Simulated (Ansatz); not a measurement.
Basis-set extrapolation for `S=S` (triplet) (PBE0-D4/def2-TZVP geometry, frozen core, Ansatz 0.2.0). Multiplicity 3, UHF reference.

```tsv
	def2-TZVPP	def2-QZVPP
HF	-795.085474	-795.108766
MP2 correlation	-0.312139	-0.341143
CCSD(T) correlation	-0.359340	-0.387615
```

Energies in hartree. Use E(X) = E(∞) + A·exp(−7.88·√X) for Hartree–Fock and E(X) = E(∞) + B·X^(−2.97) for correlation, with X = 3 and 4.

Question: What is the CCSD(T) energy at the basis-set limit?

Answer: HF limit: -795.108766 + (-0.023292) × 0.13774 = -795.11197. Correlation limit: -0.387615 + (-0.028275) × 0.74074 = -0.40856. Total: -795.52053 hartree, 2.06 eV below CCSD(T)/def2-TZVPP.
